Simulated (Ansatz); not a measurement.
Isomers of Li3H2 (doublet), relaxed with PBE-D4/def2-TZVP; total energies from Ansatz at PBE0-D4/def2-TZVP.

```tsv
isomer	description	energy (Eh)
A	point group C2v; 1 × Li–Li 3.03 Å; 4 × H–Li 1.70 to 1.71 Å	-23.67911
B	point group C2v; 6 × H–Li 1.82 to 1.87 Å	-23.65624
C	point group Cs; 1 × Li–Li 2.75 Å; 4 × H–Li 1.70 to 1.77 Å	-23.67483
```

The isomers come from a short search, and lower ones may exist.

Question: Work out the relative energies (1 Eh = 2625.5 kJ/mol) and the Boltzmann populations at 800 K from electronic energies alone (R = 8.314 J/mol/K).

Answer: ΔE: A 0.0, B 60.0, C 11.2 kJ/mol. RT = 6.65 kJ/mol. Factors exp(−ΔE/RT): A 1, B 0.000121, C 0.186; sum 1.186. Populations: A 84.3 %, B 0.0 %, C 15.7 %. Zero-point energy, vibrational entropy and symmetry numbers are left out and can shift these; an error of 4 kJ/mol changes a ratio by a factor of 1.8. Over the other density-functional and correlated levels in def2 sets, the gap between A and C ranges from 11 to 15 kJ/mol.
